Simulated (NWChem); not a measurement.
Species: DMSO (C₂H₆OS); SMILES CS(C)=O

```xyz
10

C      0.8168     0.2072     1.3694
S     -0.2308    -0.4596     0.0000
C      0.8168     0.2072    -1.3694
O     -1.5090     0.3575     0.0000
H      0.2834    -0.0410     2.3061
H      1.8202    -0.2624     1.3619
H      0.8776     1.3069     1.2519
H      0.8776     1.3069    -1.2519
H      0.2834    -0.0410    -2.3061
H      1.8202    -0.2624    -1.3619
```
Atoms are numbered in this order, from 1.

STO-3G and 3-21G are far too small for this property and stand as cheap habits. All runs use the structure optimised with PBE-D3(BJ)/def2-SVP.

Symmetry labels are those of Cs in the frame above (b1 and b2, or b-type labels, depend on it).

Q: List the 4 lowest vertical singlet excitations from PBE0/3-21G, TDA (NWChem).

A: 
```
state  energy (eV)  oscillator strength  symmetry  leading excitation (squared amplitude)
-----  -----------  -------------------  --------  --------------------------------------
S1            5.85                0.052        a"                      HOMO → LUMO (0.95)
S2            6.21                0.001        a'                    HOMO → LUMO+1 (0.73)
S3            6.75                0.003        a'                    HOMO → LUMO+2 (0.65)
S4            6.92                0.002        a"                  HOMO−1 → LUMO+1 (0.82)
```
